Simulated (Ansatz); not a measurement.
# H₂O₂ (triplet): wave-function methods side by side at distance O1–H3 along a hydrogen transfer = 1.440 Å, cc-pVDZ

Aim: climb from Hartree-Fock through coupled cluster and multireference methods for H₂O₂ (triplet) at one geometry and basis, and see what each rung misses.

The runs use Ansatz 0.2.0, Gaussian basis; cc-pVDZ, core rule «outside noble gas», up to 2 orbitals frozen.

To be run: UHF; CCSD(T) on ROHF; CCSD(T) on UHF; BCCD(T) on ROHF; CISD; CCSDT(Q) on ROHF; CCSDT(Q) on UHF; CASSCF and MRCISD+Q, 4 electrons in 4 orbitals; CASSCF and NEVPT2, 4 electrons in 4 orbitals; CASSCF and MRCISD+Q, 14 electrons in 10 orbitals; CASSCF and NEVPT2, 14 electrons in 10 orbitals.

4 further runs of the same task are left out: 3 that didn't finish, 1 set aside as unsound or not needed.

## (1) The system

The geometry derives from fragments relaxed apart (PBE0/def2-TZVP) and kept rigid, so it is no stationary point. A hydrogen atom is moved between rigid fragments.

4 atoms, charge 0, spin multiplicity 3.

Atoms are counted from 1 here; the program's logs count them from 0.

Bond lengths: O1–H2 0.960 Å, H3–O4 1.070 Å.

As a file:

```xyz
4
H2O2
O    -1.21591   -0.02746    0.00000
H    -1.46521    0.89912    0.00000
H     0.22409   -0.02746    0.00000
O     1.29409   -0.02746    0.00000
```

## (2) UHF

File in.yaml:

```yaml
crystal:
  periodic: [false, false, false]
  atoms:
    - {symbol: O, position_ang: [-1.215906, -0.027457, 0.000000]}
    - {symbol: H, position_ang: [-1.465215, 0.899119, 0.000000]}
    - {symbol: H, position_ang: [0.224094, -0.027457, 0.000000]}
    - {symbol: O, position_ang: [1.294094, -0.027457, 0.000000]}
basis:
  gaussian: {orbitals: cc-pVDZ}
magnetization: {spin_polarized: true, initial_magnetization: 2}
hamiltonian: {xc: hf}
output: {orbitals: {seedname: orbitals}}
```

The run is started by

```sh
$ ansatz run in.yaml --threads 1 --pin off --events-out ev --progress --plain --max-ram 2393MiB
```

The runs that follow: CCSD(T) on ROHF; CCSD(T) on UHF; BCCD(T) on ROHF; CISD; CCSDT(Q) on ROHF; CCSDT(Q) on UHF; CASSCF and MRCISD+Q, 4 electrons in 4 orbitals; CASSCF and NEVPT2, 4 electrons in 4 orbitals; CASSCF and MRCISD+Q, 14 electrons in 10 orbitals; CASSCF and NEVPT2, 14 electrons in 10 orbitals.

Q: Predict the results of all the runs planned. Wanted: UCCSDT(Q) below the RHF energy; RMP2 from UCCSDT(Q); UMP2 from UCCSDT(Q); RCCSD from UCCSDT(Q); RCCSD(T) from UCCSDT(Q); UCCSD(T) from UCCSDT(Q); RCCSDT(Q) from UCCSDT(Q); NEVPT2 pair from UCCSDT(Q); MRCISD+Q pair from UCCSDT(Q).

The runs gave:

```
                         quantity                                                   value
   UCCSDT(Q) below the RHF energy                                              -9.5321 eV
              RMP2 from UCCSDT(Q)                                            +97.6 kJ/mol
              UMP2 from UCCSDT(Q)                                            +96.0 kJ/mol
             RCCSD from UCCSDT(Q)                                            +17.2 kJ/mol
          RCCSD(T) from UCCSDT(Q)                                             +3.7 kJ/mol
          UCCSD(T) from UCCSDT(Q)                                             +3.5 kJ/mol
         RCCSDT(Q) from UCCSDT(Q)                                             +0.2 kJ/mol
       NEVPT2 pair from UCCSDT(Q)                                            +89.9 kJ/mol
     MRCISD+Q pair from UCCSDT(Q)                                            +13.7 kJ/mol
    NEVPT2 valence from UCCSDT(Q)                                           +127.2 kJ/mol
levels within 1 kcal/mol (43 meV)  RCCSD(T), UCCSD(T), BCCD(T), RCCSDT, UCCSDT, RCCSDT(Q)
                    T1 diagnostic                                                   0.029
   effectively unpaired electrons                                                    2.01
```

What this shows: RCCSD(T) lands +3.7 kJ/mol from the yardstick (0.4 % of the correlation energy). One determinant dominates. Of the multireference levels listed MRCISD+Q valence comes nearest in total energy (+12.3 kJ/mol), which doesn't show that its space is the better one. Coupled cluster took another determinant than the lowest Hartree-Fock one. These misses are within one basis, not against nature; the frozen cores of restricted and unrestricted runs differ, which can shift their rows.
